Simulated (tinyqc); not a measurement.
Inside a calculation. Method: extended Hueckel theory, for CH4. Computed by tinyqc, a small Python program that keeps every step (integrals from PySCF). Settings: charge = 0, K = 1.75, multiplicity = 1. Command: `OMP_NUM_THREADS=1 python tinyqc.py 29083 29084 out.jsonl` (the two numbers bound the seeds that draw the settings). One thread of a shared host (Intel(R) Xeon(R) Processor @ 2.60GHz), about 0.01 s of CPU time with the checks.

## Overlaps

Geometry (angstrom):
```
atom          x          y          z
C      0.000000   0.000000   0.000000
H      0.614000   0.614000   0.614000
H      0.614000  -0.614000  -0.614000
H     -0.614000   0.614000  -0.614000
H     -0.614000  -0.614000   0.614000
```

Parameters chosen for this run:
```
element  shell  Slater exponent   H_ii (eV)
C           2s         1.625000  -21.400000
C           2p         1.625000  -11.400000
H           1s         1.300000  -13.600000
```

Slater orbitals, each expanded in six Gaussians scaled to its exponent.

overlap S:
```
           1C 2s     1C 2px     1C 2py     1C 2pz     2H 1s      3H 1s      4H 1s      5H 1s
1C 2s   1.000000   0.000000   0.000000   0.000000  0.507311   0.507311   0.507311   0.507311
1C 2px  0.000000   1.000000   0.000000   0.000000  0.288874   0.288874  -0.288874  -0.288874
1C 2py  0.000000   0.000000   1.000000   0.000000  0.288874  -0.288874   0.288874  -0.288874
1C 2pz  0.000000   0.000000   0.000000   1.000000  0.288874  -0.288874  -0.288874   0.288874
2H 1s   0.507311   0.288874   0.288874   0.288874  1.000000   0.159043   0.159043   0.159043
3H 1s   0.507311   0.288874  -0.288874  -0.288874  0.159043   1.000000   0.159043   0.159043
4H 1s   0.507311  -0.288874   0.288874  -0.288874  0.159043   0.159043   1.000000   0.159043
5H 1s   0.507311  -0.288874  -0.288874   0.288874  0.159043   0.159043   0.159043   1.000000
```

## Wolfsberg-Helmholz matrix

diagonal H_ii (eV): 1C 2s -21.400000, 1C 2px -11.400000, 1C 2py -11.400000, 1C 2pz -11.400000, 2H 1s -13.600000, 3H 1s -13.600000, 4H 1s -13.600000, 5H 1s -13.600000

K = 1.750000

H_ij = K' S_ij (H_ii + H_jj)/2 for i != j (the diagonal keeps H_ii), with K' = 1.75.

H (eV):
```
             1C 2s      1C 2px      1C 2py      1C 2pz       2H 1s       3H 1s       4H 1s       5H 1s
1C 2s   -21.400000    0.000000    0.000000    0.000000  -15.536390  -15.536390  -15.536390  -15.536390
1C 2px    0.000000  -11.400000    0.000000    0.000000   -6.319108   -6.319108    6.319108    6.319108
1C 2py    0.000000    0.000000  -11.400000    0.000000   -6.319108    6.319108   -6.319108    6.319108
1C 2pz    0.000000    0.000000    0.000000  -11.400000   -6.319108    6.319108    6.319108   -6.319108
2H 1s   -15.536390   -6.319108   -6.319108   -6.319108  -13.600000   -3.785232   -3.785232   -3.785232
3H 1s   -15.536390   -6.319108    6.319108    6.319108   -3.785232  -13.600000   -3.785232   -3.785232
4H 1s   -15.536390    6.319108   -6.319108    6.319108   -3.785232   -3.785232  -13.600000   -3.785232
5H 1s   -15.536390    6.319108    6.319108   -6.319108   -3.785232   -3.785232   -3.785232  -13.600000
```

## Orbitals

valence electrons = 8

Solve H C = S C e through S^(-1/2); fill by pairs from the bottom, a degenerate level sharing its electrons equally; each orbital has its largest coefficient positive (the first on a tie).

orbital energies (eV): -24.633246  -15.533202  -15.533202  -15.533202  6.072202  6.072202  6.072202  39.125793

occupations: 2.000000  2.000000  2.000000  2.000000  0.000000  0.000000  0.000000  0.000000

coefficients:
```
             MO1        MO2        MO3        MO4        MO5        MO6        MO7        MO8
1C 2s   0.632830   0.000000   0.000000   0.000000   0.000000   0.000000   0.000000   1.702673
1C 2px  0.000000   0.423441  -0.140755   0.311933   0.516086   0.130320   1.038464   0.000000
1C 2py  0.000000   0.248652   0.467510  -0.126582   0.434857   1.026480  -0.344927   0.000000
1C 2pz  0.000000   0.235131  -0.240912  -0.427891  -0.951993   0.539529   0.405405   0.000000
2H 1s   0.168282   0.511706   0.048419  -0.136801   0.000568  -0.917808  -0.594588  -0.728096
3H 1s   0.168282  -0.034035  -0.207200   0.488684  -0.559030   0.776787  -0.529144  -0.728096
4H 1s   0.168282  -0.231209   0.478966  -0.005992  -0.471131  -0.192957   0.967838  -0.728096
5H 1s   0.168282  -0.246462  -0.320185  -0.345891   1.029593   0.333977   0.155895  -0.728096
```

sum of one-electron energies = -142.465707 eV

Within a degenerate level the vectors are fixed only up to a rotation; this is one choice.

## Mulliken analysis

P = C n C^T; charge = valence electrons (C 4, H 1) minus the sum of (P S)_ii on the atom; overlap population = 2 sum P_ij S_ij between two atoms.

charges: 1C -0.170766, 2H 0.042691, 3H 0.042691, 4H 0.042691, 5H 0.042691

Overlap populations:
```
pair      value
2-1    0.795661
3-1    0.795661
3-2   -0.041976
4-1    0.795661
4-2   -0.041976
4-3   -0.041976
5-1    0.795661
5-2   -0.041976
5-3   -0.041976
5-4   -0.041976
```
